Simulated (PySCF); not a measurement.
Glyoxal, C2H2O2.
Bonds: O1–C2 (double), C2–C3, C3–O4 (double). Hydrogens: H5 on C2; H6 on C3.

Computed by this run: PySCF 2.14.0, CAM-B3LYP/6-31+G* geometry optimisation, gas phase; density fitting, grid level 1; the optimiser is geomeTRIC in internal coordinates, started from a GFN2-xTB structure.

Step 0: E = -6196.9938 eV
```
atom  x, y, z in Å  |  force x, y, z in eV/Å
O1      1.3933   -0.3163    0.9752    0.183  -0.152   0.697
C2      0.7568   -0.0568   -0.0048   -0.130   0.248  -1.118
C3     -0.7559    0.0575   -0.0033    0.133  -0.249   1.119
O4     -1.3944    0.3193   -0.9813   -0.179   0.153  -0.698
H5      1.2150    0.1217   -0.9935    0.145   0.007  -0.079
H6     -1.2117   -0.1235    0.9862   -0.151  -0.006   0.078
```

**Question.** Estimate the geometry and energy of step 1. (The exact step hangs on the optimiser's Hessian estimate; all steps are aligned on step 0, rigid shifts and turns removed.)

**Answer.** E = -6197.0129 eV, largest force 0.283 eV/Å
```
atom  x, y, z in Å  |  force x, y, z in eV/Å
O1      1.3849   -0.3170    0.9757    0.013   0.033  -0.091
C2      0.7604   -0.0524   -0.0229   -0.101  -0.074   0.254
C3     -0.7594    0.0527    0.0155    0.100   0.077  -0.254
O4     -1.3841    0.3182   -0.9827   -0.012  -0.035   0.091
H5      1.2319    0.1237   -1.0052    0.006   0.017  -0.050
H6     -1.2306   -0.1233    0.9980   -0.007  -0.018   0.049
```

The energy changes by -0.0190 eV. The first-order estimate −F·Δx gives -0.0477 eV and the mean of the old and new forces, exact on a quadratic surface, -0.0190 eV. The step makes an angle of 55° with the force vector and moves no atom by more than 0.022 Å.

What follows is the cost of the whole optimisation. The run took 9.1 s on one thread of an Arm Neoverse V2, shared host with 96 logical CPUs at a one-minute load of 57, and the process peaked at 0.39 GiB of memory.
